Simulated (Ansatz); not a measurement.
Ansatz (a first-principles code) input (MP2/3-21G): The .json file is the Basis Set Exchange's 3-21G.

Ansatz 0.2 input:
```yaml
crystal:
  periodic: [false, false, false]
  atoms:
    - {symbol: C, position_ang: [1.22893590, -0.26528729, -0.08447538]}
    - {symbol: C, position_ang: [-0.06793587, 0.15138831, 0.51035141]}
    - {symbol: N, position_ang: [-1.18685885, 0.17356122, -0.32737126]}
    - {symbol: H, position_ang: [1.58451835, 0.43047252, -0.86144879]}
    - {symbol: H, position_ang: [2.00333855, -0.32675537, 0.68054974]}
    - {symbol: H, position_ang: [1.15411148, -1.25146100, -0.55780425]}
    - {symbol: H, position_ang: [-0.08027742, 0.88914559, 1.30293866]}
    - {symbol: H, position_ang: [-2.06767242, 0.33444452, 0.13855511]}
    - {symbol: H, position_ang: [-1.25200667, -0.60738096, -0.96644782]}
basis:
  gaussian:
    orbitals: 3-21G.json
magnetization: {spin_polarized: true, initial_magnetization: 1}
correlation: {method: mp2, electrons: outside_noble_gas}
```

### Question
Predict the final energy.

### Answer
-133.15595 Eh.
